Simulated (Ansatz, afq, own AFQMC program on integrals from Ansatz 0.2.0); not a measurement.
Atomization energy of CH$_{2}$O, singlet

```xyz
4

O     0.0000    0.0000    0.5979
C     0.0000    0.0000   -0.5975
H     0.0000   -0.9400   -1.1855
H     0.0000    0.9400   -1.1855
```

Connectivity, by distances: O–CH2.

Atoms in their ground-state spins without spin–orbit coupling (mostly on UHF) minus the molecule (RHF), without zero-point energy. The geometry is a stationary point, not shown to be a minimum.

Basis cc-pVDZ. Noble-gas cores (and the filled d shells of Ga–Kr and In–Xe) are frozen. AFQMC by an in-house program on the Cholesky factors that Ansatz 0.2.0 writes for its CCSD(T) run. ph-AFQMC/CISD is guided by a CISD state made of CCSD amplitudes; releasing the constraint for a short imaginary time cuts its bias at the price of noise, slowly where states lie close. Free AFQMC starts from the CCSD state and is never constrained. Its projection time is finite, and what remains of the start isn't in its error. ± is one standard error of the sampling. The errors of all members are added in quadrature.

No full CI on the walks' own integrals is used here; CCSDTQ serves as the reference and is uncertain by about the last step of the cluster series. Each member takes its own surest rung, up to full CI.

Errors are counted within cc-pVDZ, not against nature.

Cautions: CH₂O (singlet): the released energies are still falling, so no released level is given (meV from the phaseless value at times in 1/Eh: -3 ± 5 at 0.24, -3 ± 5 at 0.51, -3 ± 4 at 0.99, -14 ± 4 at 1.62, -17 ± 7 at 2.40).

Reference (CCSDTQ): 14.969 eV.

```json
{"level": "HF", "atomization energy (eV)": "10.872", "error against CCSDTQ (eV)": "-4.097"}
{"level": "MP2", "atomization energy (eV)": "15.277", "error against CCSDTQ (eV)": "0.309"}
{"level": "CCSD", "atomization energy (eV)": "14.726", "error against CCSDTQ (eV)": "-0.242"}
{"level": "CCSD(T)", "atomization energy (eV)": "14.946", "error against CCSDTQ (eV)": "-0.022"}
{"level": "CCSDT", "atomization energy (eV)": "14.948", "error against CCSDTQ (eV)": "-0.021"}
{"level": "CCSDT(Q)", "atomization energy (eV)": "14.973", "error against CCSDTQ (eV)": "0.004"}
{"level": "ph-AFQMC/HF", "atomization energy (eV)": "15.223 ± 0.031", "error against CCSDTQ (eV)": "0.255 ± 0.031"}
{"level": "ph-AFQMC/CISD", "atomization energy (eV)": "14.975 ± 0.005", "error against CCSDTQ (eV)": "0.006 ± 0.005"}
{"level": "free AFQMC", "atomization energy (eV)": "14.972 ± 0.005", "error against CCSDTQ (eV)": "0.003 ± 0.005"}
```

Correlation beyond CCSD(T) adds 0.022 eV. The perturbative (T) step is worth +0.220 eV.

CCSDT and higher add their correlation energy to the determinant of the CCSD(T) run, since their own runs factorise the integrals more tightly (a shift of under 2 meV). Free projections are given only where their last times agree within the noise and don't stop above the reference; a slow remainder of the start can still hide under it. A walk keeps the symmetry of its determinant, which the program's search chose and which needn't be the lowest solution, so a lower state of the same spin and another symmetry isn't excluded.
